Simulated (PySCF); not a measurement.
Stationary points of BHCl

Level of theory: PBE0 in PySCF with B def2-TZVP, H def2-TZVP, Cl def2-TZVP; no relativity; density-fitted integrals.

Relaxations began from a few typed shapes; open shells are unrestricted. The search is not exhaustive: other isomers or separated fragments can lie lower, and high-lying points may rest on an excited occupation.

| spin | group | bonds | angles | imaginary modes (cm⁻¹) | ΔE (kJ/mol) | ΔE with ZPE (kJ/mol) |
| --- | --- | --- | --- | --- | --- | --- |
| doublet | Cs | B–Cl 1.710 Å, B–H 1.193 Å | Cl–B–H 123.6° | none | 0.0 | 0.0 |
| doublet | C∞v | B–Cl 1.677 Å, B–H 1.170 Å | Cl–B–H 180.0° | 1047i, 956i | 66.6 | – |

The lowest minimum found is the doublet Cs: B–Cl 1.710 Å, B–H 1.193 Å; Cl–B–H 123.6°.

The electron or spin density has lower symmetry than the nuclear frame for the doublet C∞v at 66.6 kJ/mol.
